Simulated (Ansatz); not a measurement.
A made-up structure of Al2H3, doublet:

```xyz
5
angstrom
Al 0.7012 -1.3343 0.4370
Al -0.3529 0.7843 -0.4336
H 0.8269 -2.2316 1.7542
H -1.7088 0.6771 -1.2601
H 1.8350 -2.3133 0.1792
```

It is relaxed with PBE-D4/def2-SVP and then PBE0-D4/def2-TZVP (Ansatz 0.2.0). Atoms count as bonded within 1.22 times the sum of their covalent radii (H–H: 0.88 Å). The end point is not checked to be a true minimum.

Problem. Does its bonding change? (A judgement: the text doesn't fix the answer.)

Solution. The calculation gives: No: no bond forms or breaks.

Where it ends: The first stage lowers the energy by 0.99 eV in 8 steps. It ends as Al₂H₃ ([AlH][AlH2]):
Al1  (0.788, -1.582, 0.536)
Al2  (-0.393, 0.441, -0.397)
H3  (0.531, -1.981, 2.055)
H4  (-1.667, 0.865, -1.264)
H5  (2.042, -2.161, -0.254)
(Å)

Labels in which every atom is bracketed show which atoms are joined, not bond orders.

For scale, one of the runs: PBE0-D4/def2-TZVP relaxation, 92 basis functions, launched by `ansatz run in.yaml --threads 2 --pin off --events-out ev --progress --plain --max-ram 4352MiB`. Hardware: 2 CPU threads of an Arm Neoverse V1, shared host. Wall time about 13 s.
